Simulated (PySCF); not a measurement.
C6H6N2.
Numbering: `[cH:1]1[cH:2][c:3]2[nH:4][cH:5][cH:6][c:7]2[nH:8]1` (hydrogens: H9 on C1; H10 on C2; H11 on N4; H12 on C5; H13 on C6; H14 on N8)

The same species was optimised twice, with GFN2-xTB and with PBE0-D3(BJ)/def2-SVP (PySCF), and the same property calculations (PySCF, gas phase) were run on both structures.

```
  coordinate  GFN2-xTB  PBE0-D3(BJ)/def2-SVP  change
   C6–C7 (Å)     1.409                 1.422  +0.013
   C2–C3 (Å)     1.409                 1.422  +0.013
   C1–C2 (Å)     1.372                 1.384  +0.012
   C5–C6 (Å)     1.372                 1.384  +0.012
   C7–N8 (Å)     1.364                 1.371  +0.007
   C3–N4 (Å)     1.364                 1.371  +0.007
   C1–N8 (Å)     1.370                 1.376  +0.006
   N4–C5 (Å)     1.370                 1.376  +0.006
   C3–C7 (Å)     1.400                 1.398  -0.002
C1–N8–C7 (°)     107.9                 108.7    +0.8
C3–N4–C5 (°)     107.9                 108.7    +0.8
C2–C3–C7 (°)     108.2                 108.9    +0.7
C3–C7–C6 (°)     108.2                 108.9    +0.7
C3–C7–N8 (°)     107.8                 107.2    -0.6
N4–C3–C7 (°)     107.7                 107.2    -0.5
C2–C1–N8 (°)     110.7                 110.2    -0.5
N4–C5–C6 (°)     110.7                 110.2    -0.5
```

Rotational constants: A = 5287, B = 2222, C = 1565 MHz (GFN2-xTB) against A = 5253, B = 2187, C = 1544 MHz (PBE0-D3(BJ)/def2-SVP). Point groups within 0.08 Å: C2h and C2h.

On the GFN2-xTB structure: HOMO (eV) -5.21 [PBE0/pcSseg-1]; LUMO (eV) 0.84 [PBE0/pcSseg-1]; GIAO shielding of C1/C5 (mean) (ppm) 65.9 [PBE0/pcSseg-1]; GIAO shielding of C2/C6 (mean) (ppm) 92.8 [PBE0/pcSseg-1]; GIAO shielding of C3/C7 (mean) (ppm) 54.7 [PBE0/pcSseg-1]; GIAO shielding of N4/N8 (mean) (ppm) 128.9 [PBE0/pcSseg-1].

What do these properties become on the PBE0-D3(BJ)/def2-SVP structure?

```json
{"property": "HOMO (eV)", "level": "PBE0/pcSseg-1", "on GFN2-xTB": "-5.21", "on PBE0-D3(BJ)/def2-SVP": "-5.25", "change": "-0.04"}
{"property": "LUMO (eV)", "level": "PBE0/pcSseg-1", "on GFN2-xTB": "0.84", "on PBE0-D3(BJ)/def2-SVP": "0.76", "change": "-0.08"}
{"property": "energy, GFN2-xTB geometry as zero (kcal/mol)", "level": "PBE0/pcSseg-1", "on GFN2-xTB": "0.0", "on PBE0-D3(BJ)/def2-SVP": "-0.4", "change": "-0.4"}
{"property": "GIAO shielding of C1/C5 (mean) (ppm)", "level": "PBE0/pcSseg-1", "on GFN2-xTB": "65.9", "on PBE0-D3(BJ)/def2-SVP": "62.7", "change": "-3.2"}
{"property": "GIAO shielding of C2/C6 (mean) (ppm)", "level": "PBE0/pcSseg-1", "on GFN2-xTB": "92.8", "on PBE0-D3(BJ)/def2-SVP": "90.2", "change": "-2.6"}
{"property": "GIAO shielding of C3/C7 (mean) (ppm)", "level": "PBE0/pcSseg-1", "on GFN2-xTB": "54.7", "on PBE0-D3(BJ)/def2-SVP": "54.4", "change": "-0.3"}
{"property": "GIAO shielding of N4/N8 (mean) (ppm)", "level": "PBE0/pcSseg-1", "on GFN2-xTB": "128.9", "on PBE0-D3(BJ)/def2-SVP": "125.6", "change": "-3.3"}
```

The heavy atoms differ by 0.013 Å rms after alignment. Among bonds between heavy atoms C1–C2, C2–C3, C5–C6 and C6–C7 change most and about equally (+0.012 to +0.013 Å). Changes are differences of the printed values. Neither structure is proved a minimum here.
